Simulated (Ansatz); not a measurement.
Molecular dynamics of C2H6FO

Input file:

```yaml
crystal:
  periodic: [false, false, false]
  atoms:
    - { symbol: H, position_ang: [-0.65314, -0.472485, -0.197563] }
    - { symbol: O, position_ang: [0.206051, -1.21497, 0.33537] }
    - { symbol: C, position_ang: [1.245407, -0.408547, 0.770643] }
    - { symbol: C, position_ang: [-1.309547, 0.455653, -0.786661] }
    - { symbol: F, position_ang: [-0.476604, 1.522479, -0.924681] }
    - { symbol: H, position_ang: [1.013788, 0.206997, 1.677659] }
    - { symbol: H, position_ang: [2.093293, -1.084736, 1.042356] }
    - { symbol: H, position_ang: [1.644287, 0.273717, -0.021663] }
    - { symbol: H, position_ang: [-1.594694, 0.029454, -1.771708] }
    - { symbol: H, position_ang: [-2.168941, 0.692538, -0.123855] }
magnetization:
  spin_polarized: true
  initial_magnetization: 1
basis:
  gaussian: { orbitals: def2-SVP }
hamiltonian:
  xc: pbe
  dispersion: d4
md:
  timestep: 0.5
  n_steps: 200
  ensemble: nve
  temperature: 300.0
  initial_velocities: maxwell_boltzmann
  seed: 10104
```

Command:

```bash
$ ansatz run input.yaml --threads 2 --pin off --max-ram 3072MiB --backend cpu --events-out ev --progress --plain --runs-dir out
```

It starts at the highest image of a converged band, a first-order saddle point between two minima.

Output, in part (one step line in 7, the closing report, with atoms numbered from 0):

```
md step     0: t =     0.00 fs  T =   300.0 K  F+E_penalty+E_count = -6919.94268297 eV  E_kin = 0.310224 eV  conserved = -6919.63245897 eV  (44 SCF iters)
md step     7: t =     3.50 fs  T =   122.2 K  F+E_penalty+E_count = -6919.75683348 eV  E_kin = 0.126391 eV  conserved = -6919.63044250 eV  (35 SCF iters)
md step    14: t =     7.00 fs  T =   157.8 K  F+E_penalty+E_count = -6919.79502251 eV  E_kin = 0.163219 eV  conserved = -6919.63180375 eV  (34 SCF iters)
md step    21: t =    10.50 fs  T =   225.6 K  F+E_penalty+E_count = -6919.86541778 eV  E_kin = 0.233265 eV  conserved = -6919.63215302 eV  (33 SCF iters)
md step    28: t =    14.00 fs  T =   149.5 K  F+E_penalty+E_count = -6919.78508487 eV  E_kin = 0.154577 eV  conserved = -6919.63050749 eV  (34 SCF iters)
md step    35: t =    17.50 fs  T =   222.4 K  F+E_penalty+E_count = -6919.86199470 eV  E_kin = 0.229972 eV  conserved = -6919.63202269 eV  (33 SCF iters)
md step    42: t =    21.00 fs  T =   112.8 K  F+E_penalty+E_count = -6919.74682697 eV  E_kin = 0.116621 eV  conserved = -6919.63020606 eV  (33 SCF iters)
md step    49: t =    24.50 fs  T =   261.9 K  F+E_penalty+E_count = -6919.90221566 eV  E_kin = 0.270822 eV  conserved = -6919.63139324 eV  (34 SCF iters)
md step    56: t =    28.00 fs  T =   261.2 K  F+E_penalty+E_count = -6919.90166115 eV  E_kin = 0.270135 eV  conserved = -6919.63152658 eV  (33 SCF iters)
md step    63: t =    31.50 fs  T =   250.3 K  F+E_penalty+E_count = -6919.89028333 eV  E_kin = 0.258834 eV  conserved = -6919.63144966 eV  (32 SCF iters)
md step    70: t =    35.00 fs  T =   279.7 K  F+E_penalty+E_count = -6919.92112019 eV  E_kin = 0.289230 eV  conserved = -6919.63189022 eV  (33 SCF iters)
md step    77: t =    38.50 fs  T =   271.6 K  F+E_penalty+E_count = -6919.91215475 eV  E_kin = 0.280813 eV  conserved = -6919.63134163 eV  (33 SCF iters)
md step    84: t =    42.00 fs  T =   283.3 K  F+E_penalty+E_count = -6919.92433600 eV  E_kin = 0.292987 eV  conserved = -6919.63134876 eV  (31 SCF iters)
md step    91: t =    45.50 fs  T =   339.9 K  F+E_penalty+E_count = -6919.98350865 eV  E_kin = 0.351518 eV  conserved = -6919.63199035 eV  (33 SCF iters)
md step    98: t =    49.00 fs  T =   302.6 K  F+E_penalty+E_count = -6919.94424692 eV  E_kin = 0.312876 eV  conserved = -6919.63137086 eV  (33 SCF iters)
md step   105: t =    52.50 fs  T =   289.8 K  F+E_penalty+E_count = -6919.93093619 eV  E_kin = 0.299643 eV  conserved = -6919.63129349 eV  (31 SCF iters)
md step   112: t =    56.00 fs  T =   251.1 K  F+E_penalty+E_count = -6919.89010235 eV  E_kin = 0.259658 eV  conserved = -6919.63044480 eV  (31 SCF iters)
md step   119: t =    59.50 fs  T =   345.5 K  F+E_penalty+E_count = -6919.98977380 eV  E_kin = 0.357284 eV  conserved = -6919.63249008 eV  (32 SCF iters)
md step   126: t =    63.00 fs  T =   282.4 K  F+E_penalty+E_count = -6919.92419886 eV  E_kin = 0.291976 eV  conserved = -6919.63222253 eV  (33 SCF iters)
md step   133: t =    66.50 fs  T =   172.4 K  F+E_penalty+E_count = -6919.80848566 eV  E_kin = 0.178310 eV  conserved = -6919.63017519 eV  (34 SCF iters)
md step   140: t =    70.00 fs  T =   312.7 K  F+E_penalty+E_count = -6919.95553290 eV  E_kin = 0.323386 eV  conserved = -6919.63214707 eV  (33 SCF iters)
md step   147: t =    73.50 fs  T =   296.6 K  F+E_penalty+E_count = -6919.93868494 eV  E_kin = 0.306682 eV  conserved = -6919.63200285 eV  (32 SCF iters)
md step   154: t =    77.00 fs  T =   251.1 K  F+E_penalty+E_count = -6919.89171507 eV  E_kin = 0.259626 eV  conserved = -6919.63208889 eV  (31 SCF iters)
md step   161: t =    80.50 fs  T =   229.9 K  F+E_penalty+E_count = -6919.86878153 eV  E_kin = 0.237703 eV  conserved = -6919.63107897 eV  (32 SCF iters)
md step   168: t =    84.00 fs  T =   239.3 K  F+E_penalty+E_count = -6919.87837784 eV  E_kin = 0.247489 eV  conserved = -6919.63088855 eV  (31 SCF iters)
md step   175: t =    87.50 fs  T =   318.6 K  F+E_penalty+E_count = -6919.96279476 eV  E_kin = 0.329463 eV  conserved = -6919.63333205 eV  (32 SCF iters)
md step   182: t =    91.00 fs  T =   200.2 K  F+E_penalty+E_count = -6919.83887395 eV  E_kin = 0.207013 eV  conserved = -6919.63186140 eV  (32 SCF iters)
md step   189: t =    94.50 fs  T =   192.9 K  F+E_penalty+E_count = -6919.83028171 eV  E_kin = 0.199478 eV  conserved = -6919.63080414 eV  (32 SCF iters)
md step   196: t =    98.00 fs  T =   249.5 K  F+E_penalty+E_count = -6919.88944436 eV  E_kin = 0.258023 eV  conserved = -6919.63142129 eV  (33 SCF iters)
md step   200: t =   100.00 fs  T =   281.9 K  F+E_penalty+E_count = -6919.92426468 eV  E_kin = 0.291482 eV  conserved = -6919.63278257 eV  (31 SCF iters)
Total energy: -6919.92429462 eV, -254.3025273343 hartree
Atom 0 at    -0.123425    -1.274363    -0.061453 Å, force    -1.094065     0.661157    -1.057869 eV/Å
Atom 1 at     0.498671    -1.584752     0.577431 Å, force     0.634159    -1.348769     0.901933 eV/Å
Atom 2 at     1.382516    -0.564134     0.876919 Å, force     1.424619     0.168719    -1.103904 eV/Å
Atom 3 at    -1.648814     0.870584    -1.049767 Å, force    -0.764914    -0.619080    -0.005542 eV/Å
Atom 4 at    -0.606772     1.684524    -1.019861 Å, force     0.315147     0.304849     0.056897 eV/Å
Atom 5 at     0.915041     0.263567     1.399532 Å, force    -0.307922     0.868743     0.600075 eV/Å
Atom 6 at     2.226571    -0.959303     1.485008 Å, force    -0.278230    -0.078885     0.207159 eV/Å
Atom 7 at     1.921704    -0.124998    -0.032544 Å, force    -0.466577    -0.170441     0.399936 eV/Å
Atom 8 at    -1.905272     0.408914    -2.016250 Å, force     0.284851     0.003758    -0.227991 eV/Å
Atom 9 at    -2.482279     1.056429    -0.348418 Å, force     0.252931     0.209948     0.229306 eV/Å
Dipole moment:    -0.301094     0.248477    -0.222770 e Å
```

All steps were run. The conserved energy stayed within 0.26 meV per atom of its start (net change -0.032 meV per atom), so the integration is sound. A run of 0.1 ps of so small a system gives no equilibrium averages.

The step under study would form H1–C4 and break H1–O2. These pairs go: H1–C4 1.28 → 2.81 Å, H1–O2 1.25 → 0.94 Å. In the last frame they stand as before the step (other bonds may differ from the relaxed reactants and products). It ends as CH2F + CH4O. Pairs count as bonded within 1.25 times the sum of covalent radii (0.12 Å more for H–H).

Last frame:

```xyz
10
Properties=species:S:1:pos:R:3
H -0.123 -1.274 -0.061
O 0.499 -1.585 0.577
C 1.383 -0.564 0.877
C -1.649 0.871 -1.050
F -0.607 1.685 -1.020
H 0.915 0.264 1.399
H 2.227 -0.959 1.485
H 1.922 -0.125 -0.033
H -1.905 0.409 -2.016
H -2.482 1.056 -0.348
```

Time of the run: 6.1 min on 2 threads of Arm Neoverse V2, on a shared host, peak memory 0.13 GiB.
